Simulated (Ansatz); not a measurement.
Two shapes of singlet H₂O.

Shape 1:

```xyz
3

O     0.0000    0.0000    0.0000
H     0.6522    0.5050    0.0000
H    -0.7575    0.5865    0.0000
```

Shape 2:

```xyz
3

O     0.0000    0.0000    0.0000
H     0.8188    0.6340    0.0000
H    -0.7575    0.5865    0.0000
```

Basis set: cc-pVTZ (spherical functions). Frozen core: 1 orbital. Charge 0, multiplicity 1.

Computed with Ansatz (development build ahead of 0.2.0); the reference of a correlated method needn't be the lowest determinant of its kind.

Task: Which shape is lower in energy, and by how much in each method?

Result:

```csv
method,E(2) − E(1) (eV)
RHF-CCSD(T),-0.531
UHF-CCSD(T),-0.531
RHF-BCCD(T),-0.531
UHF-BCCD(T),-0.531
```

Shape 2 is lower. Caution: the reference determinant was not shown to be the lowest.
